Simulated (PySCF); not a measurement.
Here is a computed GFN2-xTB geometry (Å):
```
atom  x, y, z in Å
C1     1.6444   -0.1120    0.3835
N2     0.6004    0.5516    0.1404
N3    -0.5617    0.2020   -0.2280
C4    -1.6438    0.0786    0.4075
H5     2.5625    0.4348    0.5159
H6     1.6722   -1.1960    0.4639
H7    -1.7203    0.1156    1.4914
H8    -2.5445   -0.0653   -0.1642
```

Neutral, closed shell.

Q: Read off the bonds between heavy atoms and their formal orders.

A: C1–N2 1.26 Å (double); N2–N3 1.27 Å (single); N3–C4 1.26 Å (double). Bonds to hydrogen (Å): C1–H5 1.08; C1–H6 1.09; C4–H7 1.09; C4–H8 1.08.

Q: Write the SMILES.

A: `C=NN=C`, C2H4N2, 2,3-diazabutadiene.

Q: What is the point group of this geometry?

A: C2 (every atom within 0.08 Å of its image).

Q: Classify the heavy atoms.

A: C1/C4: C=N carbon; N2/N3: C=N nitrogen.

Q: What is the arrangement about C1?

A: It has 3 neighbours (N2, H5, H6) and is planar (angles 124.1°, 118.4° and 117.5°, sum 360.0°, 0.00 Å off the plane of its three neighbours).

Q: What is the arrangement about N2?

A: It has 2 neighbours (C1, N3) and is bent (angle 132.1°).
